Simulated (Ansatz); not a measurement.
# CHAl (singlet): from Hartree-Fock to the top rungs at angle Al1–C2–H3 = 142.4°, cc-pVTZ

The task here is to estimate one member of a computed series from the others.

Method: cc-pVTZ, core rule «outside noble gas», up to 6 orbitals frozen; program: Ansatz 0.2.0, Gaussian basis.

Plan: UHF; CCSD(T) on RHF; CCSD(T) on UHF; BCCD(T) on RHF; CISD; CCSDT(Q) on RHF; CASSCF and NEVPT2, 8 electrons in 9 orbitals.

14 further runs of the same task are left out: 2 for a mislabelled method, 8 that didn't finish, 4 set aside as unsound or not needed.

### The system

The geometry derives from a PBE0/def2-TZVP stationary point (not a proven minimum). One angle is set to the value named; bond lengths are kept.

3 atoms, charge 0, spin multiplicity 1.

Atoms are counted from 1 here; the program's logs count them from 0.

Bond lengths: Al1–C2 1.850 Å, C2–H3 1.096 Å. Angles: Al1–C2–H3 142.4°.

Set-up of the first run:

The input, in.yaml:

```yaml
crystal:
  periodic: [false, false, false]
  atoms:
    - {symbol: Al, position_ang: [0.000000, -0.005870, 0.624344]}
    - {symbol: C, position_ang: [0.000000, -0.038409, -1.225855]}
    - {symbol: H, position_ang: [0.000000, 0.614829, -2.105683]}
basis:
  gaussian: {orbitals: cc-pVTZ}
magnetization: {spin_polarized: true, initial_magnetization: 0}
hamiltonian: {xc: hf}
output: {orbitals: {seedname: orbitals}}
```

Started as:

```bash
$ ansatz run in.yaml --threads 1 --pin off --events-out ev --progress --plain --max-ram 2393MiB
```

Among the steps run: UHF; CCSD(T) on RHF; CCSD(T) on UHF; BCCD(T) on RHF; CISD; CCSDT(Q) on RHF; CASSCF and NEVPT2, 8 electrons in 9 orbitals.

One table of the session follows, with a row left open; its other results are not shown here.

It belongs to the step «Misses and costs». 

```
        method  from RCCSDT(Q) (kcal/mol)
           RHF                    +153.84
           UHF                    +119.92
          RMP2                     +38.25
          UMP2                     +21.84
          CISD                     +30.54
         RCCSD                     +13.67
         UCCSD                      -2.28
      RCCSD(T)                      +4.08
      UCCSD(T)                          ?
       BCCD(T)                      +4.56
        RCCSDT                      +2.03
     RCCSDT(Q)                          0
CASSCF valence                     +85.81
NEVPT2 valence                     +22.10
```

**Question.** Estimate the row for UCCSD(T).

The run gave: from RCCSDT(Q) (kcal/mol): -8.48. In the column «from RCCSDT(Q) (kcal/mol)» it is the lowest.

The program flags UCCSD(T) as in doubt (see the logs), so those rows may rest on another solution; read them beside their warnings.

Limits of these values: The determinant is far from a pure spin state, so its energy mixes those of several spin states (harmless only where they are near-degenerate, as at dissociation). The program flags UCCSD(T) as in doubt, so those rows may rest on another solution; read them beside their warnings. Warnings: restricted reference is unstable; spin contamination; coupled cluster took another determinant than the lowest; large T1 diagnostic. Restricted and unrestricted rows rest on different reference determinants; where their highest levels disagree by more than a few hundredths of an eV, they describe different states and don't form one ladder.
